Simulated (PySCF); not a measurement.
# Reading a saddle point

A first-order saddle point of SiNH$_{7}$O, singlet, PBE0-D4/def2-TZVP, with one imaginary mode of 1065i cm⁻¹:

```xyz
10
angstrom
Si -0.7704 0.0544 -0.3830
N 0.4600 -0.7187 0.8112
H -1.7721 -1.0869 -0.3071
H -1.5917 1.1499 0.1841
H -0.4596 -0.0321 -1.8388
H 1.0988 0.2522 0.4602
O 0.8195 1.2957 -0.2187
H 0.1483 -0.7419 1.7749
H 0.7741 -1.6449 0.5506
H 1.2931 1.4722 -1.0333
```

Computed with PySCF 2.14 with density fitting (its default auxiliary sets; JK sets also for MP2 and CCSD(T)) (basis: def2-TZVPP and def2-QZVPP); correlated methods freeze the cores. Extrapolation: Hartree–Fock as exp(−7.88 √X), correlation as X^−2.97.

Task: Which contacts change along the imaginary mode, and what lies on either side? (A judgement: the text doesn't fix the answer.)

Result: By the calculation: The step is SiNH₅ ([NH2][SiH3]) + H₂O → SiH₄O ([OH][SiH3]) + NH₃, with the molecules in contact on both sides. Shortening one way: Si1–O7, N2–H6; lengthening the same way: Si1–N2, H6–O7.
```json
{"pair": "Si1–O7", "one side (Å)": "3.76", "saddle (Å)": "2.02", "other side (Å)": "1.67"}
{"pair": "N2–H6", "one side (Å)": "2.00", "saddle (Å)": "1.21", "other side (Å)": "1.01"}
{"pair": "Si1–N2", "one side (Å)": "1.74", "saddle (Å)": "1.88", "other side (Å)": "2.60"}
{"pair": "H6–O7", "one side (Å)": "0.97", "saddle (Å)": "1.28", "other side (Å)": "2.46"}
```

Task: Which side is lower, and how far does the saddle lie above each? (An estimate is asked for; the value comes from the calculation.)

Result: Computed: The side with Si1–O7, N2–H6 short is lower by 30.4 kJ/mol; the saddle lies 142.3 kJ/mol above it and 111.9 kJ/mol above the other (CCSD(T) at an estimated basis limit (MP2 extrapolated from triple and quadruple zeta, plus CCSD(T) − MP2 in triple zeta); electronic energies).

T1 diagnostic: at most 0.011. The end structure is not quite a true minimum (one mode of 51i cm⁻¹).

The step is the kind of ligand exchange by which a precursor binds to a hydroxyl group, or is hydrolysed, in atomic layer deposition of oxides.

Labels in which every atom is bracketed show which atoms are joined, not bond orders.

For scale, one of the runs: CCSD(T)/def2-TZVPP, 202 basis functions, launched by `OMP_NUM_THREADS=4 python run.py`. The run took 6.2 min on 4 CPU threads of an Arm Neoverse V1 (shared host), with 2.5 GiB of host memory at its peak.
